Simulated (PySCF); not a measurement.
Mapped SMILES: `[CH2:1]=[CH:2][CH2:3][OH:4]`. Each H is labelled by its parent atom. Ha(C1) is cis to C3; Hb(C1) is trans to C3.

Calculated, not measured (PySCF): coordinates at the GFN2-xTB level, shieldings: GIAO PBE0/pcSseg-1, J couplings at B3LYP/pcJ-1 (without the spin–dipole term). Non-relativistic, one conformer, in vacuum, equivalent nuclei averaged.

Q: List the cross peaks expected in HSQC, COSY and HMBC spectra.

A: 

HSQC (one-bond C–H):
```
           δH          δC  $^{1}J$(C,H) (Hz)
 6.39 (H(C2))  149.2 (C2)                161
5.46 (Ha(C1))  121.9 (C1)                160
5.33 (Hb(C1))  121.9 (C1)                164
 4.45 (H(C3))   71.8 (C3)                147
```

COSY cross peaks (|J| ≥ 2 Hz):
```
          δH             δH  abs. J (Hz)  bonds
6.39 (H(C2))  5.46 (Ha(C1))         18.1      3
6.39 (H(C2))  5.33 (Hb(C1))         11.6      3
6.39 (H(C2))   4.45 (H(C3))          6.7      3
```

HMBC (two and three bonds, |J| ≥ 2.5 Hz):
```
           δH  δC [abs. J in Hz]
 6.39 (H(C2))    71.8 (C3) [2.5]
5.46 (Ha(C1))    71.8 (C3) [8.9]
5.33 (Hb(C1))   71.8 (C3) [14.1]
 4.45 (H(C3))   121.9 (C1) [5.8]
```

Shifts are taken against calculated references (same method and geometry level): TMS for $^{1}$H and $^{13}$C.

Short H···H contacts in this conformer between protons four or more bonds apart (candidates for NOE cross peaks, intensity ∝ r⁻⁶): Ha(C1)···H(C3) 2.43 Å.

Exchangeable OH/NH protons stand at their gas-phase positions; hydrogen bonding in a real sample shifts them, mostly to higher δ. Unscaled 3J(H,H) at this level run about 10 % above measured values. Shifts are as computed. Against solution values, carbons near 30 ppm lie about +3 ppm off and those near 130 ppm about +5 ppm. Of 1211 compounds with measured shifts, 218 miss one by over three times the rms of a fit or turn the order of signals round; such compounds aren't used in these exercises. Couplings across =CH–CH2 type bonds come from one rotamer and its mirror image, and can be 1–2 Hz further off.
